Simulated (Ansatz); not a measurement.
# CHF₂− (SMILES F[CH-]F): single points off equilibrium

The task here is to estimate one member of a computed series from the others.

Computed with Ansatz 0.2.0, Gaussian basis. Level: single points in def2-TZVPPD.

Cores are frozen in the correlated methods.

## The starting structure

4 atoms, charge -1, spin multiplicity 1.

Atoms are counted from 1 here; the program's logs count them from 0.

Bond lengths: F1–C2 1.464 Å, C2–F3 1.453 Å, C2–H4 1.161 Å. Angles: F1–C2–F3 100.2°, F1–C2–H4 96.6°, F3–C2–H4 101.8°.

As a file:

```xyz
4
charge -1, multiplicity 1
F    -1.2159    0.3156   -0.2168
C     0.0617    0.0943    0.4621
F     0.4417   -1.1844   -0.1142
H     0.6832    0.8376   -0.1775
```

Set-up of the first run:

Input file run/in.yaml:

```yaml
crystal:
  periodic: [false, false, false]
  atoms:
    - {symbol: F, position_ang: [-1.215900, 0.315600, -0.216800]}
    - {symbol: C, position_ang: [0.061700, 0.094300, 0.462100]}
    - {symbol: F, position_ang: [0.441700, -1.184400, -0.114200]}
    - {symbol: H, position_ang: [0.683200, 0.837600, -0.177500]}
basis:
  gaussian: {orbitals: "def2-TZVPPD.json"}
total_charge: -1
correlation: {method: ccsd_t}
output: {forces: true}
```

The basis file named in the input lies beside it (Basis Set Exchange, JSON).

No record of the launch command was kept for these runs.

Among the steps run: CCSD(T)/def2-TZVPPD; PBE0-D4/def2-TZVPPD; wB97M-V/def2-TZVPPD; r2SCAN-D4/def2-TZVPPD; PBE-D4/def2-TZVPPD; revPBE-D4/def2-TZVPPD; BLYP-D4/def2-TZVPPD.

One of the session's tables, all rows but one given; the rest of the session is left out.

| method | RMS force component (eV/Å) | angle to CCSD(T) forces (°) |
| --- | --- | --- |
| CCSD(T) | 0.418 | reference |
| PBE0-D4 | ? | ? |
| wB97M-V | 0.441 | 6.2 |
| r2SCAN-D4 | 0.372 | 10.1 |
| PBE-D4 | 0.391 | 30.2 |
| revPBE-D4 | 0.467 | 41.5 |
| BLYP-D4 | 0.562 | 40.0 |

**Question.** Estimate the row for PBE0-D4.

**Answer.** RMS force component (eV/Å): 0.393; angle to CCSD(T) forces (°): 21.8. In the column «RMS force component (eV/Å)» it lies between PBE-D4 (0.391) and CCSD(T) (0.418).

To keep in mind: The anion's highest level is positive in at least one run, so there the basis alone may hold the extra electron.
